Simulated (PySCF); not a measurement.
**acetamide: calculation against experiment**

**Measured values to compare with.**

NIST CCCBDB Release 22 (SRD 101), experimental polarizabilities lists, for the gas: mean polarisability 5.67 Å³.

The runs below try to reproduce these values; the comparison stands at the end.

Compound: acetamide, C2H5NO.
Numbering: `[CH3:1][C:2]([NH2:3])=[O:4]` (hydrogens: H5, H6, H7 on C1; H8, H9 on N3)

Geometry (PBE0-D3(BJ)/def2-SVP, Å), atoms numbered from 1 in this order:
```
atom  x, y, z in Å
C1    -1.0868    0.0139    0.0346
C2     0.2936    0.4804   -0.3756
N3     1.3168   -0.2958    0.0793
O4     0.4830    1.4700   -1.0497
H5    -1.2100    0.0884    1.1265
H6    -1.2558   -1.0356   -0.2515
H7    -1.8320    0.6510   -0.4544
H8     2.2620   -0.0212   -0.1527
H9     1.1690   -1.1138    0.6506
```

Runs made with PySCF (gas phase, on this PBE0-D3(BJ)/def2-SVP geometry; no spin–orbit coupling):

| level | job | basis functions |
| --- | --- | --- |
| PBE0/def2-SVPD | 6 singlets by full TDDFT, polarisability, dynamic polarisability | 123 |

Results beside the measurements:

**Mean polarisability.** Measured: 5.67 Å³ (NIST CCCBDB Release 22 (SRD 101), experimental polarizabilities).

| level | computed (Å³) | computed − measured (Å³) | % (from the printed values) |
| --- | --- | --- | --- |
| PBE0/def2-SVPD | 5.67 | 0.00 | 0 |

The computed values are static and purely electronic, with core orbitals frozen in the response (1 au = 0.148185 Å³). The table of measured values doesn't say here whether a value is static or optical, or holds a vibrational part. The measurement averages over conformers, the calculation has one.

The geometry is computed, not the measured one. Where a level misses, the cause wasn't examined.
